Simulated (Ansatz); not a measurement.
Write a Python script for the Python package of Ansatz (0.2.0) that makes vertical and adiabatic energies of changing the electron count of HNO, SMILES N=O. Use (for the species named): PBE, cc-pVDZ basis, multiplicity 1, D4 dispersion.

```yaml
atoms:
  - { symbol: N, position_ang: [-0.0825, 0.4217, 0.0000] }
  - { symbol: O, position_ang: [0.9719, -0.2213, 0.0000] }
  - { symbol: H, position_ang: [-0.8894, -0.2003, 0.0000] }
```

`hno_adiabatic.py`
```python
# -*- coding: utf-8 -*-
'''Vertical and adiabatic ionisation of HNO.'''

import itertools

import ansatz as az
from ase.data import atomic_numbers, covalent_radii
import numpy as np


def main():
    mol = (
        az.Crystal.molecule()
        .atom('N', [-0.0825, 0.4217, 0.0])
        .atom('O', [0.9719, -0.2213, 0.0])
        .atom('H', [-0.8894, -0.2003, 0.0])
    )

    setup = (
        mol.calculation()
        .basis(gaussian='cc-pVDZ')
        .functional('pbe', dispersion='d4')
    )
    symbols = [site.symbol for site in mol.cartesian_sites]
    start = np.array([site.position_ang for site in mol.cartesian_sites], dtype=float)
    summary = setup.relax(force_tolerance=0.01).run().report
    end = np.array(summary['positions_ang'])

    minimum = az.Crystal.molecule()
    for symbol, place in zip(symbols, end):
        minimum = minimum.atom(symbol, place.tolist())
    ion = minimum.calculation()
    ion = ion.basis(gaussian='cc-pVDZ').functional('pbe', dispersion='d4')
    ion = ion.charge(1).spin('collinear', total=1)
    vertical = ion.run().report
    settled = ion.relax(force_tolerance=0.01, max_steps=80).run().report
    print(f'vertical ionisation energy   {vertical["free_energy_ev"] - summary["free_energy_ev"]:.3f} eV')
    print(f'adiabatic, no zero point     {settled["free_energy_ev"] - summary["free_energy_ev"]:.3f} eV')
    print(f'relaxation energy of the ion {vertical["free_energy_ev"] - settled["free_energy_ev"]:.3f} eV')
    ionised = np.array(settled['positions_ang'])
    # pairs closer than 1.2 times the sum of covalent radii, before or after
    radius = [covalent_radii[atomic_numbers[s]] for s in symbols]
    span = lambda where, i, j: np.linalg.norm(where[i] - where[j])
    bonded = [(i, j) for i, j in itertools.combinations(range(len(symbols)), 2) if min(span(end, i, j), span(ionised, i, j)) < 1.2 * (radius[i] + radius[j])]
    print('pair        before    after (A)')
    for i, j in bonded:
        print(f'{symbols[i]}{i}-{symbols[j]}{j}'.ljust(10), f'{span(end, i, j):8.4f} {span(ionised, i, j):8.4f}')
    for first, second in list(itertools.combinations(bonded, 2)):
        shared = set(first) & set(second)
        if shared and symbols[(j := shared.pop())] != 'H':
            i, k = sorted((set(first) | set(second)) - {j})
            u, v = ionised[i] - ionised[j], ionised[k] - ionised[j]
            angle = np.degrees(np.arccos(np.clip(u @ v / np.linalg.norm(u) / np.linalg.norm(v), -1, 1)))
            print(f'final angle {symbols[i]}{i}-{symbols[j]}{j}-{symbols[k]}{k}: {angle:.2f} deg')


if __name__ == '__main__':
    main()
```

```console
$ python hno_adiabatic.py
vertical ionisation energy   10.095 eV
adiabatic, no zero point     9.770 eV
relaxation energy of the ion 0.325 eV
pair        before    after (A)
N0-O1        1.2116   1.1390
N0-H2        1.0995   1.0986
final angle O1-N0-H2: 123.12 deg
```

The energies are electronic: no zero-point or thermal terms, and the basis set is short of its limit. The product may relax into another structure. The relaxation finds the nearest minimum, so the adiabatic value is an upper bound. Run time: 9.2 s on 1 thread of Arm Neoverse V1, on a shared host, peak memory 0.18 GiB.
